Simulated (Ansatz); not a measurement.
## PH₃⁺, doublet: vertical spin and charge gaps

Geometry (PBE0/def2-TZVP stationary point for this spin, not checked as a minimum):

```xyz
4

P     0.0001    0.0000   -0.0329
H     1.3541    0.0145    0.3407
H    -0.6904    1.1668    0.3342
H    -0.6661   -1.1799    0.3374
```

Basis cc-pVDZ; Ansatz 0.2.0. Only valence electrons are correlated (noble-gas cores frozen). R marks a restricted (for open shells ROHF) determinant, U an unrestricted one.

Gaps are energies of the second state less the first, at fixed atoms, for a selection of the levels run; each method lands on the state that its own search finds for that charge and spin.

Question: PBE gives 9.762 eV for quartet less doublet. Estimate what full CI gives in cc-pVDZ.

Answer: Full CI in cc-pVDZ gives 10.032 eV, so against it PBE is off by -0.270 eV, of which a good part can be the reference's own basis and frozen-core error.

```json
{"level": "UMP2", "gap (eV)": "10.147", "error (meV)": "115"}
{"level": "RCCSD", "gap (eV)": "10.148", "error (meV)": "116"}
{"level": "UCCSD", "gap (eV)": "10.149", "error (meV)": "117"}
{"level": "UCCSD(T)", "gap (eV)": "10.119", "error (meV)": "87"}
{"level": "BCCD(T)", "gap (eV)": "10.118", "error (meV)": "86"}
{"level": "RCCSDT", "gap (eV)": "10.049", "error (meV)": "17"}
{"level": "UCCSDT", "gap (eV)": "10.050", "error (meV)": "18"}
{"level": "RCCSDT(Q)", "gap (eV)": "10.036", "error (meV)": "4"}
{"level": "RPA-PBE", "gap (eV)": "10.021", "error (meV)": "-11"}
```

In so small a basis the reference is far from its limit while semilocal and hybrid functionals are nearer theirs (RPA and double hybrids share much of the reference's basis error), so the functionals' errors here hold much of the reference's basis and frozen-core error, which can add to them or hide them.

Full CI is exact within this basis and frozen core; it isn't the basis-set limit. The frozen core follows each run's orbitals, which can shift R against U totals by a few meV.
